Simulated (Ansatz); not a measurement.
I need a rigid torsion scan of C3H4FN, SMILES N=C=CCF. Use the Ansatz DFT code, driven from Python. Settings (for the species named): PBE0, def2-SVP basis, multiplicity 1.

```xyz
9

N     0.6203    1.8308   -1.2399
C     0.5884    0.8443   -0.6944
C     0.5999   -0.2936   -0.0941
C    -0.4211   -0.8956    0.6675
F    -1.6025   -0.1260    0.6282
H    -0.3463    2.3445   -1.1646
H     1.5868   -0.8527   -0.1098
H    -0.7238   -1.8567    0.2299
H    -0.2133   -1.0414    1.7601
```

`c3h4fn_torsion.py`
```python
"""Energy of C3H4FN as one group turns about a bond."""

import ansatz as az
from ase import Atoms

BASIS = "def2-SVP"
XC = "PBE0"
FORCE_TOL = 0.02


def main() -> None:
    atoms = Atoms(["N", "C", "C", "C", "F", "H", "H", "H", "H"], positions=[
        (0.6203, 1.8308, -1.2399),
        (0.5884, 0.8443, -0.6944),
        (0.5999, -0.2936, -0.0941),
        (-0.4211, -0.8956, 0.6675),
        (-1.6025, -0.126, 0.6282),
        (-0.3463, 2.3445, -1.1646),
        (1.5868, -0.8527, -0.1098),
        (-0.7238, -1.8567, 0.2299),
        (-0.2133, -1.0414, 1.7601),
    ])

    # relax first, so that the scan starts from a minimum
    first = (
        az.Crystal.molecule_from_ase(atoms).calculation()
        .basis(gaussian=BASIS)
        .functional(XC)
        .scf(lower_state_search="light")
        .relax(force_tolerance=FORCE_TOL, max_steps=80)
    )
    atoms.positions = first.run(threads=1, pin="off").report["positions_ang"]

    start = atoms.get_dihedral(1, 2, 3, 4)
    energies = {}
    for turn in range(0, 360, 30):
        turned = atoms.copy()
        turned.set_dihedral(1, 2, 3, 4, start + turn, indices=[3, 4, 7, 8])
        job = (
            az.Crystal.molecule_from_ase(turned).calculation()
            .basis(gaussian=BASIS)  # atom-centred Gaussian functions
            .functional(XC)
            .scf(lower_state_search="light")
        )
        energies[round((start + turn) % 360)] = job.run(threads=1, pin="off").report["free_energy_ev"]
    floor = min(energies.values())
    print("dihedral C1-C2-C3-F4 (deg)   E - E(min) (eV)")
    for angle, e in sorted(energies.items()):
        print(f"{angle:8d} {(e - floor):14.3f}  " + "#" * int(30 * (e - floor) / max(max(energies.values()) - floor, 1e-9)))


if __name__ == "__main__":
    main()
```

```console
$ python c3h4fn_torsion.py
dihedral C1-C2-C3-F4 (deg)   E - E(min) (eV)
      11          0.059  ############
      41          0.066  #############
      71          0.043  ########
     101          0.000
     131          0.028  #####
     161          0.126  ##########################
     191          0.145  ##############################
     221          0.056  ###########
     251          0.019  ###
     281          0.062  ############
     311          0.091  ##################
     341          0.071  ##############
```

The lowest point is at 101° and the highest at 191°, 0.145 eV (14.0 kJ/mol) above it, with the rest of the molecule held.

Reading the output:
- The settings weren't tested for convergence.
- The scan is rigid and the energies are electronic, in a modest basis. With rigid groups the curve can differ much from the relaxed path, the start wasn't checked as a minimum of this torsion, and equivalent turns needn't return to the same energy.
- Wall time of the script: 79 s on 1 thread of Arm Neoverse V1, with other jobs on the host, peak memory 0.25 GiB.
